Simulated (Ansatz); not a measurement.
`ClCCl`, relaxed with RKS PBE-D4/def2-SVP in Ansatz 0.2.0 from a rough embedded geometry. The force threshold is 0.03 eV/Å; the program also tests the step.

The species carries charge 0 and has multiplicity 1.

Start:

```xyz
5

Cl    0.093   -0.887   -1.480
C    -0.072   -0.052    0.136
Cl    0.732    1.540    0.182
H    -1.109    0.078    0.263
H     0.355   -0.678    0.898
```

(1) By how much does the energy fall, and how many steps does the optimiser take? (Estimate.)

(2) Which bonds change most? (An estimate is asked.)

(3) Give the relaxed structure. (Best estimate.)

## Answers

(1) The calculation gave: 7.86 kJ/mol, in 4 steps.

(2) Ansatz gave: C2–H4 from 1.053 to 1.105 Å; Cl1–C2 from 1.826 to 1.785 Å; C2–H5 from 1.075 to 1.105 Å; C2–Cl3 from 1.784 to 1.785 Å.

(3) Computed: 
```xyz
5

Cl    0.116   -0.885   -1.461
C    -0.071   -0.055    0.107
Cl    0.734    1.537    0.177
H    -1.150    0.099    0.287
H     0.371   -0.697    0.890
```
